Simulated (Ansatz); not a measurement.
System: NH₃, charge 0, triplet. This triplet is an excited state, 5.7 eV above the singlet at CCSD(T)/cc-pV5Z (Ansatz, a program for electronic structure). NH3 (parent SMILES N, triplet).
B3LYP-D3(BJ)/def2-TZVP minimum from Ansatz:
```xyz
4

N      0.0000     0.0000     0.0000
H     -0.6692    -0.8742     0.0049
H     -0.4211     1.0159     0.0515
H      1.0904    -0.1417    -0.0563
```
Charge 0, spin multiplicity 3.

Total energies in aug-cc-pVTZ, 8 correlated electrons, 1 frozen orbitals. Radicals and triplets start from unrestricted determinants; spin-orbit coupling is neglected. Cores are frozen in correlated methods. No relativity. The spin of H3N (parent SMILES N, triplet) was assumed, and the state is the lowest solution found for it.

```tsv
method	program	energy (Eh)	minus CCSDT(Q) (mEh)
HF	Ansatz	-56.04931	229.95
MP2	Ansatz	-56.25156	27.70
CCSD	Ansatz	-56.27091	8.34
CCSD(T)	Ansatz	-56.27836	0.90
CCSDT(Q)	Ansatz	-56.27925	0.00
```

Rough core times of Ansatz's runs on a shared machine: CCSD(T) under 20 s, CCSDT(Q) 10 min.
